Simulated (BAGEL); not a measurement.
# Si2H5O (SMILES [SiH2]O[SiH3]) at UHF/6-311+G(d,p) (density fitting with qzvpp-jkfit)

What is the vertical doublet–quartet gap of Si2H5O at UHF/6-311+G** (density fitting with qzvpp-jkfit)? 

Program for the calculation: BAGEL 1.2.2.

2 further runs of the same task are left out: 2 set aside as unsound or not needed. Runs told in other sessions of the task aren't counted.

### Step 1. The structure to begin with

Si2H5O has 8 atoms, charge 0, and is taken as a doublet. As SMILES, `[SiH2]O[SiH3]`. The coordinates come from a PBE0-D4/def2-TZVP relaxation. This is one conformer, not always the lowest.

Bond lengths: Si1–O2 1.637 Å, O2–Si3 1.638 Å, Si1–H4 1.490 Å, Si1–H5 1.494 Å, Si3–H6 1.482 Å, Si3–H7 1.485 Å, Si3–H8 1.486 Å. Angles: Si1–O2–Si3 146.3°, O2–Si1–H4 107.9°, O2–Si1–H5 109.9°, O2–Si3–H6 108.1°, O2–Si3–H7 109.9°, O2–Si3–H8 110.1°, H4–Si1–H5 110.4°, H6–Si3–H7 109.7°, H6–Si3–H8 109.8°, H7–Si3–H8 109.2°.

### Step 2. A single-point energy at UHF/6-311+G(d,p) (density fitting with qzvpp-jkfit)

Input file input.json:

```json
{ "bagel" : [

{
  "title" : "molecule",
  "basis" : "6-311+gss.json",
  "df_basis" : "qzvpp-jkfit",
  "angstrom" : true,
  "geometry" : [
    { "atom" : "Si", "xyz" : [   -1.281200,    0.933000,   -0.865900 ] },
    { "atom" : "O", "xyz" : [   -0.352300,   -0.279200,   -0.276900 ] },
    { "atom" : "Si", "xyz" : [    0.765000,   -0.723000,    0.835900 ] },
    { "atom" : "H", "xyz" : [   -1.902800,    0.458100,   -2.133600 ] },
    { "atom" : "H", "xyz" : [   -0.440600,    2.142000,   -1.118700 ] },
    { "atom" : "H", "xyz" : [    1.291900,   -2.054600,    0.453100 ] },
    { "atom" : "H", "xyz" : [    0.138100,   -0.799300,    2.180400 ] },
    { "atom" : "H", "xyz" : [    1.874100,    0.266000,    0.869800 ] }
  ]
},
{ "title" : "uhf", "nopen" : 1 },
{ "title" : "print", "file" : "orbitals.molden", "orbitals" : true }

]}
```

The basis set 6-311+G** is read from a file made from the Basis Set Exchange's data (not shown).

Started as:

```console
$ BAGEL_NUM_THREADS=1 BAGEL input.json > input.out
```

Output:

```text
* using 1 threads per process

  ===============================================================
  ===============================================================

  *** Geometry ***

  { "atom" : "Si", "xyz" : [     -2.421117,      1.763114,     -1.636314 ] },
  { "atom" : "O", "xyz" : [     -0.665751,     -0.527612,     -0.523265 ] },
  { "atom" : "Si", "xyz" : [      1.445640,     -1.366272,      1.579622 ] },
  { "atom" : "H", "xyz" : [     -3.595771,      0.865684,     -4.031920 ] },
  { "atom" : "H", "xyz" : [     -0.832613,      4.047793,     -2.114037 ] },
  { "atom" : "H", "xyz" : [      2.441337,     -3.882631,      0.856235 ] },
  { "atom" : "H", "xyz" : [      0.260971,     -1.510458,      4.120359 ] },
  { "atom" : "H", "xyz" : [      3.541536,      0.502667,      1.643684 ] },

  Number of auxiliary basis functions:      423

  Since a DF basis is specified, we compute 2- and 3-index integrals:
    o Being stored without compression. Storage requirement is 0.042 GB

  Number of basis functions:      112
  Number of electrons      :       41

    * METHOD: MOLECULE                             0.17

  *** Open-shell HF ***

  === Nuclear Repulsion ===
   149.8189187171

      * DIIS with orbital gradients will be used.

  === UHF iteration (6-311+gss.json) ===
      0       -655.38663777          0.05079901           0.12
      1       -655.51984225          0.04447311           0.12
      2       -655.60776487          0.03253015           0.12
      3       -655.70897972          0.00145136           0.12
      4       -655.70985985          0.00046287           0.12
      5       -655.70998295          0.00015924           0.12
      6       -655.71001136          0.00004744           0.12
      7       -655.71001505          0.00001608           0.12
      8       -655.71001570          0.00000640           0.12
      9       -655.71001586          0.00000240           0.12
     10       -655.71001588          0.00000096           0.12
     11       -655.71001589          0.00000046           0.12
     12       -655.71001589          0.00000020           0.12
     13       -655.71001589          0.00000009           0.12
     14       -655.71001589          0.00000004           0.12
     15       -655.71001589          0.00000002           0.12
     16       -655.71001589          0.00000001           0.12
     17       -655.71001589          0.00000000           0.12
    * SCF iteration converged.

    * S^2 (UHF) is 0.7529

    * Permanent dipole moment:
           (   -0.016320,    -0.165169,    -0.193569) a.u.

    * METHOD: UHF                                  2.28

    * METHOD: PRINT                                0.02

  ===============================================================
```

It took 2.6 s on 1 thread of Arm Neoverse V2, shared host; peak memory 0.13 GiB.

### Step 3. The quartet, same level

Input file input.json:

```json
{ "bagel": [

{
  "title": "molecule",
  "basis": "6-311+gss.json",
  "df_basis": "qzvpp-jkfit",
  "angstrom": "true",
  "geometry": [
    { "atom": "Si", "xyz": [      -1.281200,       0.933000,      -0.865900 ] },
    { "atom": "O", "xyz": [      -0.352300,      -0.279200,      -0.276900 ] },
    { "atom": "Si", "xyz": [       0.765000,      -0.723000,       0.835900 ] },
    { "atom": "H", "xyz": [      -1.902800,       0.458100,      -2.133600 ] },
    { "atom": "H", "xyz": [      -0.440600,       2.142000,      -1.118700 ] },
    { "atom": "H", "xyz": [       1.291900,      -2.054600,       0.453100 ] },
    { "atom": "H", "xyz": [       0.138100,      -0.799300,       2.180400 ] },
    { "atom": "H", "xyz": [       1.874100,       0.266000,       0.869800 ] }
  ]
},

{
  "title": "uhf",
  "nopen": 3
},

{
  "title": "print",
  "file": "orbitals.molden",
  "orbitals": "true"
}

]}
```

The basis set 6-311+G** is read from a file made from the Basis Set Exchange's data (not shown).

Started as:

```console
$ BAGEL_NUM_THREADS=1 BAGEL input.json > input.out
```

Output:

```text
* using 1 threads per process

  ===============================================================
  ===============================================================

  *** Geometry ***

  { "atom" : "Si", "xyz" : [     -2.421117,      1.763114,     -1.636314 ] },
  { "atom" : "O", "xyz" : [     -0.665751,     -0.527612,     -0.523265 ] },
  { "atom" : "Si", "xyz" : [      1.445640,     -1.366272,      1.579622 ] },
  { "atom" : "H", "xyz" : [     -3.595771,      0.865684,     -4.031920 ] },
  { "atom" : "H", "xyz" : [     -0.832613,      4.047793,     -2.114037 ] },
  { "atom" : "H", "xyz" : [      2.441337,     -3.882631,      0.856235 ] },
  { "atom" : "H", "xyz" : [      0.260971,     -1.510458,      4.120359 ] },
  { "atom" : "H", "xyz" : [      3.541536,      0.502667,      1.643684 ] },

  Number of auxiliary basis functions:      423

  Since a DF basis is specified, we compute 2- and 3-index integrals:
    o Being stored without compression. Storage requirement is 0.042 GB

  Number of basis functions:      112
  Number of electrons      :       41

    * METHOD: MOLECULE                             0.16

  *** Open-shell HF ***

  === Nuclear Repulsion ===
   149.8189187171

      * DIIS with orbital gradients will be used.

  === UHF iteration (6-311+gss.json) ===
      0       -654.98500809          0.05288021           0.12
      1       -654.85674979          0.07011535           0.12
      2       -654.89269423          0.06637578           0.12
      3       -655.40921176          0.00303566           0.12
      4       -655.41777583          0.00182619           0.12
      5       -655.42077634          0.00093482           0.12
      6       -655.42237057          0.00051083           0.12
      7       -655.42288815          0.00034830           0.12
      8       -655.42315075          0.00025795           0.12
      9       -655.42334869          0.00023502           0.12
     10       -655.42346020          0.00022523           0.12
     11       -655.42349468          0.00023134           0.12
     12       -655.42341864          0.00021087           0.12
     13       -655.42337344          0.00017586           0.12
     14       -655.42336180          0.00012344           0.12
     15       -655.42339925          0.00008989           0.12
     16       -655.42340312          0.00006084           0.12
     17       -655.42341348          0.00005084           0.12
     18       -655.42341643          0.00004200           0.12
     19       -655.42341758          0.00003291           0.12
     20       -655.42341652          0.00002288           0.12
     21       -655.42341538          0.00001710           0.12
     22       -655.42341540          0.00001673           0.12
     23       -655.42341552          0.00001702           0.12
     24       -655.42341509          0.00001561           0.12
     25       -655.42341495          0.00001262           0.12
     26       -655.42341504          0.00001124           0.12
     27       -655.42341522          0.00001093           0.12
     28       -655.42341510          0.00001031           0.12
     29       -655.42341512          0.00001002           0.12
     30       -655.42341518          0.00000977           0.12
     31       -655.42341528          0.00000980           0.12
     32       -655.42341533          0.00001008           0.12
     33       -655.42341514          0.00000858           0.12
     34       -655.42341508          0.00000748           0.12
     35       -655.42341498          0.00000207           0.12
     36       -655.42341498          0.00000133           0.12
     37       -655.42341498          0.00000097           0.12
     38       -655.42341498          0.00000083           0.12
     39       -655.42341498          0.00000059           0.12
     40       -655.42341498          0.00000040           0.12
     41       -655.42341498          0.00000036           0.12
     42       -655.42341498          0.00000025           0.13
     43       -655.42341498          0.00000024           0.13
     44       -655.42341498          0.00000025           0.13
     45       -655.42341498          0.00000024           0.12
     46       -655.42341498          0.00000023           0.12
     47       -655.42341498          0.00000023           0.12
     48       -655.42341498          0.00000022           0.12
     49       -655.42341498          0.00000021           0.12
     50       -655.42341498          0.00000017           0.12
     51       -655.42341498          0.00000014           0.12
     52       -655.42341498          0.00000012           0.12
     53       -655.42341498          0.00000009           0.12
     54       -655.42341498          0.00000008           0.13
     55       -655.42341498          0.00000006           0.13
     56       -655.42341498          0.00000004           0.12
     57       -655.42341498          0.00000003           0.12
     58       -655.42341498          0.00000004           0.12
     59       -655.42341498          0.00000003           0.12
     60       -655.42341498          0.00000003           0.12
     61       -655.42341498          0.00000003           0.12
     62       -655.42341498          0.00000003           0.13
     63       -655.42341498          0.00000003           0.13
     64       -655.42341498          0.00000003           0.12
     65       -655.42341498          0.00000003           0.12
     66       -655.42341498          0.00000003           0.13
     67       -655.42341498          0.00000003           0.12
     68       -655.42341498          0.00000003           0.12
     69       -655.42341498          0.00000003           0.12
     70       -655.42341498          0.00000003           0.12
     71       -655.42341498          0.00000002           0.12
     72       -655.42341498          0.00000002           0.13
     73       -655.42341498          0.00000002           0.12
     74       -655.42341498          0.00000002           0.13
     75       -655.42341498          0.00000002           0.13
     76       -655.42341498          0.00000002           0.12
     77       -655.42341498          0.00000002           0.12
     78       -655.42341498          0.00000002           0.12
     79       -655.42341498          0.00000002           0.13
     80       -655.42341498          0.00000002           0.14
     81       -655.42341498          0.00000002           0.13
     82       -655.42341498          0.00000002           0.13
     83       -655.42341498          0.00000002           0.12
     84       -655.42341498          0.00000001           0.12
    * SCF iteration converged.

    * S^2 (UHF) is 3.7904

    * Permanent dipole moment:
           (   -0.769021,     0.195060,    -0.041171) a.u.

    * METHOD: UHF                                 10.52

    * METHOD: PRINT                                0.02

  ===============================================================
```

Run time: 11 s. Hardware: 1 thread of Arm Neoverse V2, shared host; peak memory 0.13 GiB.

### Step 4. Summary of results

At UHF/6-311+G** (density fitting with qzvpp-jkfit):

```
                                        quantity          value
                           doublet: total energy  -655.71002 Eh
                          doublet: dipole moment         0.65 D
                                   doublet: ⟨S²⟩          0.753
                           quartet: total energy  -655.42341 Eh
                          quartet: dipole moment         2.02 D
                                   quartet: ⟨S²⟩          3.790
vertical energy of the quartet above the doublet       7.799 eV
```

**Reading.** At this shape the quartet lies 7.80 eV (180 kcal/mol) above the doublet.
